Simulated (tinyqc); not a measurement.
Worked calculation: Hueckel theory of the pi electrons, for the molecule O=CN=O (SMILES; centres numbered as the heavy atoms are written). Computed by tinyqc, a small Python program that keeps every step. Settings: charge = 0. Command: `OMP_NUM_THREADS=1 python tinyqc.py 30430 30431 out.jsonl` (the two numbers bound the seeds that draw the settings). One thread of a shared host (Intel(R) Xeon(R) Processor @ 2.60GHz), about 0.01 s of CPU time with the checks.

## The Hueckel matrix

Centres:
```
centre  z_r, pi electrons of the neutral centre       h
1O                                            1  0.8800
2C                                            1  0.0000
3N                                            1  0.4400
4O                                            1  0.8800
```

Bonds:
```
i  j       k
1  2  0.9800
2  3       1
3  4  0.9800
```

H_rr = alpha + h_r beta, H_rs = k_rs beta for bonded centres.

Hueckel matrix in units of beta (H = alpha + beta A), order 1O, 2C, 3N, 4O:
$$\begin{pmatrix}
0.8800 & 0.9800 & 0.0000 & 0.0000 \\
0.9800 & 0.0000 & 1.0000 & 0.0000 \\
0.0000 & 1.0000 & 0.4400 & 0.9800 \\
0.0000 & 0.0000 & 0.9800 & 0.8800
\end{pmatrix}$$

## Orbitals

pi electrons, sum of z_r less the charge = 4

Diagonalise; E = alpha + x beta with beta < 0, so the largest x are filled first; degenerate levels share their electrons. P = sum n_i c_ri c_si; each orbital has its largest coefficient positive (the first on a tie).

x values: [2.0587, 1.3301, 0.0652, -1.2540]

occupations: [2.0000, 2.0000, 0.0000, 0.0000]

coefficients, order 1O, 2C, 3N, 4O:
$$\begin{pmatrix}
0.4006 & 0.7083 & 0.4818 & -0.3253 \\
0.4818 & 0.3253 & -0.4006 & 0.7083 \\
0.5993 & -0.2615 & -0.4983 & -0.5694 \\
0.4983 & -0.5694 & 0.5993 & 0.2615
\end{pmatrix}$$

charge and bond-order matrix P, order 1O, 2C, 3N, 4O:
$$\begin{pmatrix}
1.3242 & 0.8467 & 0.1097 & -0.4074 \\
0.8467 & 0.6758 & 0.4074 & 0.1097 \\
0.1097 & 0.4074 & 0.8551 & 0.8950 \\
-0.4074 & 0.1097 & 0.8950 & 1.1449
\end{pmatrix}$$

## Energy, charges, bond orders

E = sum n x; q_r = z_r - P_rr; bond order p = P_rs; free valence = sqrt(3) - sum of p over the bonds of the atom.

pi energy = 4 alpha + this times beta = 6.7775

pi charges: 1O -0.3242, 2C 0.3242, 3N 0.1449, 4O -0.1449

Bond orders and lengths from R = 1.517 - 0.180 p (angstrom, C-C alone):
```
bond       p  R
1-2   0.8467  -
2-3   0.4074  -
3-4   0.8950  -
```

free valence of the carbons: 2C 0.4780

gap between the highest filled and the next level = 1.2648 |beta|
